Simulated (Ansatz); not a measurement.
**How far each method lies from UCCSDT(Q) for HCGe, quartet**

Geometry: a PBE0/def2-TZVP stationary point for this spin, not checked as a minimum.

```yaml
atoms:
  - { symbol: Ge, position_ang: [0.0000, 0.0140, 0.3105] }
  - { symbol: C, position_ang: [0.0000, -0.1369, -1.6710] }
  - { symbol: H, position_ang: [0.0000, 0.6198, -2.4658] }
```

Basis cc-pVDZ; Ansatz 0.2.0. Only valence electrons are correlated (noble-gas cores and the filled d shells of p-block atoms frozen), which leaves 9 electrons in 31 orbitals. Prefix R: restricted or restricted open-shell reference; prefix U: unrestricted. Active spaces: valence = (9e, 9o) chosen from the atoms' valence shells. No spin–orbit coupling is included, and no scalar relativity.

Full CI isn't at hand for all of this; UCCSDT(Q) serves as the reference, and is uncertain by about the last step of the cluster series. The frozen core follows each run's orbitals, which can shift R against U totals by a few meV for light atoms and by up to 0.1 eV past Ca.

The UHF ⟨S²⟩ is 3.778. The T1 diagnostic (RCCSD) is 0.0293, the largest doubles amplitude (RCCSD) is 0.049 and the T1 diagnostic (UCCSD) is 0.0285.

| level | E − E(UCCSDT(Q)) (kJ/mol) | share of correlation (%) | wall time |
| --- | --- | --- | --- |
| UHF | 466.4 | 4.11 | – |
| UMP2 | 104.2 | 78.57 | – |
| UCCSD | 16.7 | 96.57 | – |
| UCCSD(T) | 4.1 | 99.16 | 4.5 s |
| UCCSDT | 0.9 | 99.83 | – |

The correlation energy at UCCSDT(Q), counted from RHF, is -5.041 eV. That run took 13 s on 1 thread of Arm Neoverse V2, shared host.

Run but not shown, since their state or frozen core can't be matched to the reference's or they repeat it: RHF, RMP2, CISD, RCCSD, RCCSD(T), BCCD(T), RCCSDT, RCCSDT(Q), CASSCF (valence space), NEVPT2 (valence space), MRCISD (valence space), MRCISD+Q (valence space).

Times hold each run's SCF and search for its determinant on a shared host, so for small cases they say little of a method's own cost; they ran on 1 thread of Arm Neoverse V2.

Natural occupations of CASSCF (valence space) about the gap: 1.980 1.975 1.947 1.003 0.999 0.992 0.048 0.033 0.023; effectively unpaired electrons, Σ n²(2−n)², 3.03.
